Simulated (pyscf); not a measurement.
# Addition across a multiple bond or ene-type step: O=SiH–OH (SMILES O=[SiH]O) + NH₃ (SMILES N) → H₂N–SiH(OH)–OH (SMILES N[SiH](O)O)

Gas phase, singlet surface, charge 0. Bonds broken: N6–H7. Bonds formed: O1–H7, Si2–N6. Optimised with ωB97X-D3(BJ)/def2-SVP in PySCF. Correlated levels are frozen-core, on RHF or UHF. ΔMP2 is the change of the MP2 total energy from the triple- to the quadruple-zeta basis.

Transition state (Å):

```xyz
9

O     -1.7626    -0.4797    -0.0088
Si    -0.3730     0.2427    -0.2982
O      1.0107    -0.6471    -0.4922
H     -0.2149     1.4328    -1.1596
H      0.9051    -1.5888    -0.3140
N     -0.4946     0.8373     1.4968
H     -1.4452     0.1266     1.2048
H      0.1699     0.4947     2.1908
H     -0.7196     1.8139     1.6879
```

One imaginary mode, 1365i cm⁻¹; descent along it reached the two sides named, in the forms told below.

```json
[
 {"bond": "N6–H7", "change": "breaks", "reactant side (Å)": "1.024", "saddle": "1.222", "product side": "3.0"},
 {"bond": "O1–H7", "change": "forms", "reactant side (Å)": "2.6", "saddle": "1.393", "product side": "0.962"},
 {"bond": "Si2–N6", "change": "forms", "reactant side (Å)": "2.002", "saddle": "1.895", "product side": "1.715"}
]
```

Electronic energies relative to the separated reactants (kJ/mol):

```
level                             barrier  reaction energy  reverse barrier
--------------------------------  -------  ---------------  ---------------
ωB97X-D3(BJ)/def2-TZVP              -74.8           -241.5            166.7
PBE/def2-TZVP                       -71.0           -206.2            135.1
r²SCAN/def2-TZVP                    -78.4           -230.7            152.3
B3LYP-D3(BJ)/def2-TZVP              -63.7           -223.4            159.6
PBE0-D3(BJ)/def2-TZVP               -83.7           -239.2            155.6
M06-2X/def2-TZVP                    -82.6           -252.2            169.6
ωB97M-D3(BJ)/def2-TZVP              -68.8           -233.0            164.1
HF/def2-TZVP                        -32.1           -253.9            221.8
MP2/def2-QZVPP                      -68.3           -230.5            162.2
CCSD/def2-TZVPP                     -58.8           -237.7            179.0
CCSD(T)/def2-TZVPP                  -62.7           -231.0            168.3
CCSD(T)/def2-TZVPP + ΔMP2(QZVPP)    -63.9           -233.4            169.5
```

With CCSD(T)/def2-TZVPP + ΔMP2(QZVPP) energies and thermal terms (ideal gas, 1 atm, RRHO with modes under 100 cm⁻¹ raised to 100, one conformer, R ln 2 for chiral ones without a mode under 150 cm⁻¹), in kJ/mol:

```
T (K)    ΔH‡    ΔG‡      ΔH      ΔG
-----  -----  -----  ------  ------
298    -68.0  -22.3  -229.2  -188.6
600    -67.5   24.0  -224.4  -149.2
900    -64.8   69.2  -218.7  -112.9
1200   -61.5  113.4  -213.3   -78.4
```

On the reactant side the descent ends in an adduct with a N–Si contact, 127.2 kJ/mol under the separated species and 52.4 kJ/mol under the saddle at ωB97X-D3(BJ)/def2-TZVP. At ωB97X-D3(BJ), PBE, r²SCAN, B3LYP-D3(BJ), PBE0-D3(BJ), M06-2X, ωB97M-D3(BJ), HF, MP2, CCSD, CCSD(T), CCSD(T) the saddle lies under the separated reactants, which points to a path from their complex (located at ωB97X-D3(BJ) alone). What is counted as formed (N–Si) is already present as a longer contact in the reactant adduct; forming that adduct is a step of its own. O=SiH–OH lies 41.2 kJ/mol over its isomer HO–Si:–OH [singlet] (electronic energy, ωB97M-D3(BJ)). This is the saddle that the search found; another between the same sides may lie lower. The CCSD(T) − MP2 part came from Ansatz, without density fitting, on the same reference.
